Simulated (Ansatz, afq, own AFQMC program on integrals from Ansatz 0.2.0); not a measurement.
AFQMC on a folder of integrals that Ansatz 0.2.0 wrote.

```yaml
crystal:
  periodic: [false, false, false]
  atoms:
    - {symbol: Zr, position_ang: [0.000000, 0.000000, 0.936551]}
    - {symbol: Cl, position_ang: [0.000000, -1.279739, -1.252996]}
    - {symbol: Cl, position_ang: [0.000000, 1.279740, -1.252994]}
    - {symbol: H, position_ang: [0.000000, -0.000002, 3.382063]}
basis:
  gaussian: {orbitals: def2-SVP}
magnetization: {spin_polarized: true, initial_magnetization: 5}
correlation: {method: ccsd_t, electrons: outside_noble_gas, hamiltonian_folder: ham}
```

```sh
$ ansatz run in.yaml --threads 1 --pin off --events-out ev --progress --plain --max-ram 16896MiB --backend cuda --devices 0, --max-vram 18GiB
```

afq runs on the folder ham with

```
--method phaseless --trial hf --walkers 4000 --populations 20 --least-time 40 --time-step 0.005 --steps-per-block 20 --equilibration-blocks 160 --max-blocks 4000 --target-error 0.0013 --factor-cut 1e-05 --start spin_pure --seed 1092 --taylor-order 6
```

Times are imaginary, in 1/Eh. The walk had a cap of 65 s. With eight or more populations the least sampling time is a fifth of least-time, and the error comes from their spread. Core potentials past Kr, no spin–orbit coupling.

```
orbitals 58  electrons 12 7  factors 480 of 701
reference energy -965.70391352 Eh
CCSD correlation -0.33258792 Eh in 18 cycles, weight of the determinant in the CISD state 0.8551
energy of the start -965.704188 Eh
 block  time / (1/Eh)  mean weight  energy / Eh
     1     0.100  1.0016  -965.779166
     2     0.200  1.0022  -965.836172
     3     0.300  1.0024  -965.879639
     4     0.400  1.0023  -965.913265
     5     0.500  1.0015  -965.941825
     8     0.800  1.0013  -965.988327
    13     1.300  1.0004  -966.017308
    31     3.100  1.0002  -966.039504
    49     4.900  1.0001  -966.041608
    67     6.700  1.0001  -966.045642
    85     8.500  0.9997  -966.043336
   103    10.300  1.0002  -966.049815
   121    12.100  0.9998  -966.036642
   139    13.900  1.0008  -966.040093
   157    15.700  1.0001  -966.034387
   175    17.500  0.9999  -966.041749
   193    19.300  1.0002  -966.046026
   205    20.500  0.9998  -966.034294
   211    21.100  1.0005  -966.034353
   229    22.900  0.9999  -966.037299
   235    23.500  1.0002  -966.036614
error from the spread of 20 populations
energy -966.039835 +/- 0.001203 Eh
(rows thinned)
```

Estimate how long the walk took on 1 × NVIDIA H100 80GB HBM3 with 2 threads of AMD EPYC 7R13 Processor (Zen 3), on a shared host (the card was shared).

40 s of wall time.

The run passed its tests (sampling time, drift between the halves within three errors, error under three times the target), which doesn't prove that it has relaxed. The second half of the sampling lies above the first by 1.6 errors of their difference, so the energy may still be moving and its error bar be too small.

Against this walk (error 32.7 meV) on the same determinant: CCSD(T) 137.8 meV lower, CCSDT(Q) 192.7 meV lower, a separate phaseless walk with a CISD trial and standard settings 147.9 ± 33.2 meV lower. The error is statistical and leaves out the bias of the constraint. CCSDT(Q) is the surest value here, so the walk's 193 meV above it is most likely the bias of the constraint with this trial, which can have either sign.

Cautions: constraint bias not in the error; no spin-orbit coupling; outer-core shells of the metal frozen; another spin lies lower (by 2.59 eV).

CCSDT and higher add their correlation energy to the determinant of the CCSD(T) run, since their own runs factorise the integrals more tightly (a shift of under 2 meV). A walk keeps the symmetry of its determinant, which the program's search chose and which needn't be the lowest solution, so a lower state of the same spin and another symmetry isn't excluded.
